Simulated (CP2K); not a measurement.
# PDG run of CF2 (SMILES F[C]F)

We compute energy and forces of CF2. 

Program for the calculation: CP2K 2026.2.

4 further runs of the same task are left out: 1 that didn't finish, 3 set aside as unsound or not needed.

### Step 1. The molecule

CF2 has 3 atoms, charge 0, and is taken as a singlet. SMILES: `F[C]F`. The shape is that of a GFN2-xTB optimisation.

Bond lengths: F1–C2 1.320 Å, C2–F3 1.320 Å. Angles: F1–C2–F3 118.3°.

### Step 2. Energy and forces at PDG

File molecule.xyz:

```xyz
3

F      0.396940     1.032800     0.332770
C      0.326820    -0.272180     0.149730
F     -0.723760    -0.760620    -0.482500
```

File job.inp:

```
&GLOBAL
  PROJECT job
  RUN_TYPE ENERGY_FORCE
  PRINT_LEVEL MEDIUM
&END GLOBAL

&FORCE_EVAL
  METHOD Quickstep
  &DFT
    &QS
      METHOD PDG
      EPS_DEFAULT 1.0E-10
      &SE
        &COULOMB
          CUTOFF [angstrom] 50
          RC_RANGE [angstrom] 0
        &END COULOMB
        &EXCHANGE
          CUTOFF [angstrom] 50
          RC_RANGE [angstrom] 0
        &END EXCHANGE
      &END SE
    &END QS
    &POISSON
      PERIODIC NONE
      POISSON_SOLVER ANALYTIC
    &END POISSON
    &SCF
      SCF_GUESS ATOMIC
      EPS_SCF 1.0E-06
      MAX_SCF 30
      &OT
        MINIMIZER DIIS
        PRECONDITIONER FULL_ALL
      &END OT
      &OUTER_SCF
        EPS_SCF 1.0E-06
        MAX_SCF 8
      &END OUTER_SCF
    &END SCF
    &PRINT
      &MOMENTS
        PERIODIC F
        REFERENCE COM
        MAX_MOMENT 1
      &END MOMENTS
      &MO_CUBES
        NLUMO 3
        NHOMO -1
        WRITE_CUBE F
      &END MO_CUBES
      &HIRSHFELD OFF
      &END HIRSHFELD
    &END PRINT
  &END DFT
  &SUBSYS
    &CELL
      ABC 13.1 13.8 12.8
      PERIODIC NONE
    &END CELL
    &TOPOLOGY
      COORD_FILE_NAME molecule.xyz
      COORD_FILE_FORMAT XYZ
      &CENTER_COORDINATES
      &END CENTER_COORDINATES
    &END TOPOLOGY
  &END SUBSYS
  &PRINT
    &FORCES ON
    &END FORCES
  &END PRINT
&END FORCE_EVAL
```

Run with:

```bash
OMP_NUM_THREADS=1 cp2k.psmp job.inp > job.out
```

**Question.** What will come out? Wanted: total energy; dipole moment; heat of formation at this unrelaxed shape; largest force on an atom.

**Answer.** As computed:

At PDG:

| quantity | value |
| --- | --- |
| total energy | -36.97329 Eh |
| dipole moment (of the density that the program reports) | 0.66 D |
| heat of formation at this unrelaxed shape | 29.9 kcal/mol |
| largest force on an atom | 2.882 eV/Å |

The largest force is 2.88 eV/Å: the shape isn't a stationary point for this species at this level.
